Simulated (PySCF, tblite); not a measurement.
A complex of 3 × methanol

A gas-phase complex of 3 × methanol; neutral, singlet. The structure comes from a short search (6 tight-binding starts) and was relaxed by PBE0-D3(BJ)/def2-SVPD; another way of binding may lie lower. No frequency run checks that it is a minimum.

```json
{"part": "1", "name": "methanol", "SMILES": "CO", "atoms": "1–6", "charge": "0", "multiplicity": "1"}
{"part": "2", "name": "methanol", "SMILES": "CO", "atoms": "7–12", "charge": "0", "multiplicity": "1"}
{"part": "3", "name": "methanol", "SMILES": "CO", "atoms": "13–18", "charge": "0", "multiplicity": "1"}
```

Coordinates in Å:
```
C1     -0.620   -0.480   -0.669
O2      0.617    0.020   -1.112
H3     -0.701   -1.568   -0.831
H4     -1.470    0.012   -1.173
H5     -0.697   -0.289    0.409
H6      0.689   -0.087   -2.081
C7      0.070    3.562   -1.668
O8      1.030    2.578   -1.962
H9      0.203    3.969   -0.653
H10    -0.960    3.177   -1.763
H11     0.196    4.383   -2.386
H12     0.902    1.801   -1.381
C13     1.886    0.293   -4.641
O14     0.821    0.561   -3.762
H15     2.864    0.357   -4.135
H16     1.886    0.984   -5.500
H17     1.759   -0.728   -5.024
H18     0.920    1.452   -3.372
```

| contact | kind (by geometry) | distance (Å) | angle (°) |
| --- | --- | --- | --- |
| H6···O14 | hydrogen bond | 1.805 | 153 |
| H18···O8 | hydrogen bond | 1.807 | 152 |
| H12···O2 | hydrogen bond | 1.823 | 152 |

Interaction energies are complex less parts, with the parts frozen as they stand in it; counterpoise-corrected, in kcal/mol (PySCF).

How strongly do the parts interact, level by level?


```json
{"level": "wB97M-D3(BJ)/def2-SVPD", "interaction": "-18.32", "superposition error removed": "-2.16"}
{"level": "PBE0-D3(BJ)/def2-SVPD", "interaction": "-19.36", "superposition error removed": "-2.13"}
```

What holds them together? Decompose the wB97M-D3(BJ)/def2-SVPD energy: frozen parts, their antisymmetrised product, then relaxation.

electrostatic -36.4, Pauli repulsion +38.1, orbital relaxation -18.7, dispersion correction -3.5 kcal/mol, which sum to the value before the counterpoise correction; the Pauli term holds the exchange-correlation of the frozen density too. Of the attraction, 62 % is electrostatic, 32 % is orbital relaxation, 6 % is dispersion correction.

Are the pair energies additive?

The pairs sum to -15.11 kcal/mol (1–2 -4.8, 1–3 -5.2, 2–3 -5.2); the rest of -3.21 is a many-body strengthening.

The parts were also relaxed and run alone, at the levels used for the complex: shieldings by PBE0/pcSseg-1; core levels by delta-SCF with SCAN, pcX-2 on the ionised atom and pcseg-1 elsewhere, spin-free X2C.

What does binding change?


```json
{"property": "O2–H6 bond (Å)", "alone": "0.960", "in the complex": "0.978", "change": "+0.019"}
{"property": "shielding of H6 (ppm)", "alone": "32.07", "in the complex": "27.40", "change": "-4.67"}
{"property": "shielding of O14 (ppm)", "alone": "332.0", "in the complex": "328.2", "change": "-3.9"}
{"property": "shielding of H18 (ppm)", "alone": "32.07", "in the complex": "27.47", "change": "-4.60"}
{"property": "shielding of O8 (ppm)", "alone": "332.0", "in the complex": "326.6", "change": "-5.4"}
{"property": "O2 1s core level (eV)", "alone": "539.01", "in the complex": "538.35", "change": "-0.65"}
{"property": "O8 1s core level (eV)", "alone": "539.01", "in the complex": "538.41", "change": "-0.60"}
{"property": "O14 1s core level (eV)", "alone": "539.01", "in the complex": "538.38", "change": "-0.63"}
```
